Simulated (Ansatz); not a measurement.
# C₂H₃O+: small, medium and large basis sets

The task here is to estimate one member of a computed series from the others.

Program: Ansatz 0.2.0, Gaussian basis. Level of theory: one geometry, several basis sets. These are calculated values, not measurements.

Plan: PBE0-D4/def2-SVP; ωB97M-V/def2-SVP; PBE0-D4/def2-QZVPP; ωB97M-V/def2-QZVPP; the functionals' def2-TZVPP values are taken from earlier runs.

1 further run of the same task is left out (it didn't finish).

## The relaxed structure

All runs share one geometry, relaxed beforehand with PBE0-D4 in a triple-zeta def2 set.

SMILES `CC#[O+]`, 6 atoms, charge 1, spin multiplicity 1.

Atoms are counted from 1 here; the program's logs count them from 0.

Bond lengths: C1–C2 1.418 Å, C1–H4 1.098 Å, C1–H5 1.098 Å, C1–H6 1.098 Å, C2–O3 1.111 Å. Angles: C2–C1–H4 108.3°, C2–C1–H5 108.3°, C2–C1–H6 108.3°, H4–C1–H5 110.6°, H4–C1–H6 110.6°, H5–C1–H6 110.6°, C1–C2–O3 180.0°.

The first run:

Input file in.yaml:

```yaml
crystal:
  periodic: [false, false, false]
  atoms:
    - {symbol: C, position_ang: [-0.321646, 0.308359, -0.192604]}
    - {symbol: C, position_ang: [0.617719, -0.592553, 0.370017]}
    - {symbol: O, position_ang: [1.353886, -1.298038, 0.810746]}
    - {symbol: H, position_ang: [-0.073682, 0.447058, -1.253199]}
    - {symbol: H, position_ang: [-1.324129, -0.126030, -0.083509]}
    - {symbol: H, position_ang: [-0.252149, 1.261204, 0.348549]}
basis:
  gaussian: {orbitals: def2-SVP}
total_charge: 1
hamiltonian: {xc: pbe0, dispersion: d4}
output: {orbitals: {seedname: orbitals}}
```

Steps of the session up to this table: PBE0-D4 in def2-SVP; ωB97M-V in def2-SVP; PBE0-D4 in def2-QZVPP; ωB97M-V in def2-QZVPP.

One table of the session follows, with a row left open; its other results are not shown here.

It belongs to the step «Density functionals: the series». 

| functional | basis | HOMO (eV) | LUMO (eV) |
| --- | --- | --- | --- |
| PBE0-D4 | def2-SVP | -19.21 | -8.30 |
| PBE0-D4 | def2-TZVPP | -19.17 | -8.23 |
| PBE0-D4 | def2-QZVPP | ? | ? |
| ωB97M-V | def2-SVP | -21.48 | -5.86 |
| ωB97M-V | def2-TZVPP | -21.47 | -5.81 |
| ωB97M-V | def2-QZVPP | -21.47 | -5.82 |

Q: Estimate the row for PBE0-D4, def2-QZVPP from the others.

As computed: HOMO (eV): -19.17; LUMO (eV): -8.25.
